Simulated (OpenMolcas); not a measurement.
# NO+ (nitrosonium): CCSD(T)/pcseg-0

What is the vertical ionisation energy of NO+ (nitrosonium) at CCSD(T)/pcseg-0? 

Program for the calculation: OpenMolcas 26.06.

2 further runs of the same task are left out: 2 set aside as unsound or not needed.

**1. Starting point**

NO+ has 2 atoms, charge +1, and is taken as a singlet. As SMILES, `N#[O+]`. The bond length is the measured one.

Bond lengths: N1–O2 1.063 Å.

**2. A single-point energy at CCSD(T)/pcseg-0**

The input, job.input:

```
>>> EXPORT MOLCAS_PRINT=2
&GATEWAY
BASLIB=$CurrDir
COORD
2
bohr
N      0.00000000     0.00000000     0.00000000
O      0.00000000     0.00000000     2.00919461
BASIS=pcseg-0
GROUP=NoSym
&SEWARD
&SCF
CHARGE=1
PRORBITALS=1 1
&RASSCF
FILEORB=$Project.ScfOrb
SPIN=1
NACTEL=0 0 0
INACTIVE=7
RAS2=0
OUTORBITALS=Canonical
ORBLISTING=Nothing
&MOTRA
JOBIPH
FROZEN=2
&CCSDT
CCT
TRIPLES=2
ITERATIONS=50
EXTRAPOLATION=5 4
```

The basis set pcseg-0 is read from a file made from the Basis Set Exchange's data (not shown).

The run is started by

```console
$ export MOLCAS_MEM=1860
$ pymolcas job.input > job.log
```

What it wrote:

```text
--- Start Module: gateway ---
[...]
--- Stop Module: gateway /rc=_RC_ALL_IS_WELL_ ---
[...]
      Basis functions           18
[...]
       Convergence after  13 Iterations
[...]
::    Total SCF energy                               -128.4487850541
[...]
      Total spin, S                                     0.0000000000
[...]
      Number of active orbitals                  0
[...]
      Spin quantum number                      0.0
[...]
      Active orbitals                            0
[...]
      Number of CSFs                             1
[...]
      Number of root(s) required                 1
[...]
      Convergence after  4 iterations
[...]
      Natural orbitals and occupation numbers for root  1
      ************************************************************************************************************************
      *                                                    Final results                                                     *
      ************************************************************************************************************************
[...]
::    RASSCF root number  1 Total energy:   -128.44878505
[...]
      Total electronic charge=   14.000000
      Total            charge=    1.000000
[...]
      Dipole Moment (debye):
      Origin of the operator (angstrom)=    0.0000    0.0000    0.5669
                   X= -1.6665E-16               Y= -1.0876E-16               Z= -9.4664E-01           Total=  9.4664E-01
      Center of Charge (angstrom)
[...]
--- Start Module: motra ---
[...]
      *** WARNING: Default frozen orbitals is overwritten by user input.
      *** Default values:   2
[...]
--- Stop Module: motra /rc=_RC_ALL_IS_WELL_ ---
--- Start Module: ccsdt ---
[...]
      Convergence after                    13  Iterations
      Total energy (diff) :    -128.70290684      -0.00000008
[...]
 METHOD                       : CCSD+T(CCSD)+<T3(1)WT1> = CCSD(T)
[...]
       CCSD     =      -128.7029068434099
[...]
--- Stop Module: ccsdt /rc=_RC_ALL_IS_WELL_ ---
[...]
```

It took 2.3 s on 1 thread of Arm Neoverse V1, shared host; peak memory 0.37 GiB.

**3. Doublet [NO]2+ at the same level**

The input, job.input:

```
* NO CCSD(T)
>>> EXPORT MOLCAS_PRINT=2

&GATEWAY
  BasLib=$CurrDir
  Coord
  2
  bohr
  N      0.00000000     0.00000000     0.00000000
  O      0.00000000     0.00000000     2.00919461
  Basis=pcseg-0
  Group=NoSym

&SEWARD

&SCF
  UHF
  Charge=2
  Spin=2
  PrOrbitals=1 1

&RASSCF
  FileOrb=$Project.UnaOrb
  Spin=2
  Nactel=1 0 0
  Inactive=6
  Ras2=1
  OutOrbitals=Canonical
  OrbListing=Nothing

&MOTRA
  JobIph
  Frozen=2

&CCSDT
  CCT
  Triples=3
  Iterations=50
  Extrapolation=5 4
```

The basis set pcseg-0 is read from a file made from the Basis Set Exchange's data (not shown).

The run is started by

```console
$ export MOLCAS_MEM=1860
$ pymolcas job.input > job.log
```

What it wrote:

```text
--- Start Module: gateway ---
[...]
--- Stop Module: gateway /rc=_RC_ALL_IS_WELL_ ---
[...]
      Basis functions           18
[...]
       Convergence after  35 Iterations
[...]
::    Total SCF energy                               -127.4117919317
[...]
      Total spin, S                                     0.8216481380
[...]
      Number of active orbitals                  1
[...]
      Spin quantum number                      0.5
[...]
      Active orbitals                            1
[...]
      Number of CSFs                             1
[...]
      Number of root(s) required                 1
[...]
      Convergence after 10 iterations
[...]
      printout of CI-coefficients larger than  0.05 for root  1
      energy=    -127.363813
      conf/sym  1     Coeff  Weight
             1  u   1.00000 1.00000
      Natural orbitals and occupation numbers for root  1
      sym 1:   1.000000
      ************************************************************************************************************************
      *                                                    Final results                                                     *
[...]
::    RASSCF root number  1 Total energy:   -127.36381275
[...]
      Total electronic charge=   13.000000
      Total            charge=    2.000000
[...]
      Dipole Moment (debye):
      Origin of the operator (angstrom)=    0.0000    0.0000    0.5669
                   X= -8.5677E-14               Y=  7.7453E-14               Z= -2.8377E+00           Total=  2.8377E+00
      Center of Charge (angstrom)
[...]
--- Start Module: motra ---
[...]
      *** WARNING: Default frozen orbitals is overwritten by user input.
      *** Default values:   2
[...]
--- Stop Module: motra /rc=_RC_ALL_IS_WELL_ ---
--- Start Module: ccsdt ---
[...]
      Convergence after                    21  Iterations
      Total energy (diff) :    -127.64600652       0.00000005
[...]
 METHOD                       : CCSD+T(CCSD)+<T3(1)WT1>+<T3(1)UT2> = CCSD(T)
[...]
       CCSD     =      -127.6460065165757
[...]
--- Stop Module: ccsdt /rc=_RC_ALL_IS_WELL_ ---
[...]
```

Run time: 3.3 s. Hardware: 1 thread of Arm Neoverse V1, shared host; peak memory 0.37 GiB.

**4. Results**

At CCSD(T)/pcseg-0, 2 core orbitals frozen:

| quantity | value |
| --- | --- |
| singlet NO+: total energy | -128.71433 Eh |
| singlet NO+: HOMO energy (Hartree–Fock orbitals) | -31.28 eV |
| singlet NO+: LUMO energy (Hartree–Fock orbitals) | -8.85 eV |
| singlet NO+: HOMO–LUMO gap (Hartree–Fock orbitals) | 22.43 eV |
| singlet NO+: correlation energy (2 core orbitals frozen) | -265.5 mEh |
| singlet NO+: (T) correction | -11.42 mEh |
| doublet [NO]2+: total energy | -127.65831 Eh |
| doublet [NO]2+: (T) correction | -12.31 mEh |
| vertical ionisation energy (to the doublet dication) | 28.736 eV |

In words: The vertical ionisation energy comes to 28.74 eV (2773 kJ/mol). The triples (singlet NO+) make up 4.3 % of the correlation energy.
